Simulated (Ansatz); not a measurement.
CH3 (SMILES [CH3]) moved off its minimum; all values from Ansatz (an electronic-structure program), cores frozen in correlated methods. Open shells are unrestricted.
(charge 0, multiplicity 2)
```xyz
4

C     -0.01644    -0.01323     0.07072
H      0.99427    -0.22410     0.07089
H     -0.69045    -0.83375    -0.09598
H     -0.39261     1.06058    -0.00791
```

Forces at HF/def2-TZVPP (eV/Å):

```json
[
 {"atom": "C1", "Fx": "-2.325", "Fy": "1.972", "Fz": "-0.302"},
 {"atom": "H2", "Fx": "1.700", "Fy": "-0.100", "Fz": "0.067"},
 {"atom": "H3", "Fx": "-0.119", "Fy": "0.219", "Fz": "0.058"},
 {"atom": "H4", "Fx": "0.744", "Fy": "-2.092", "Fz": "0.177"}
]
```

Give the forces (eV/Å), the total energy and the dipole at CCSD(T)/aug-cc-pVTZ.


```tsv
atom	Fx	Fy	Fz
C1	-2.287	1.967	-0.291
H2	1.975	-0.183	0.087
H3	-0.305	-0.038	0.030
H4	0.618	-1.746	0.174
```
Energy -39.7594 hartree, dipole 0.16 D.
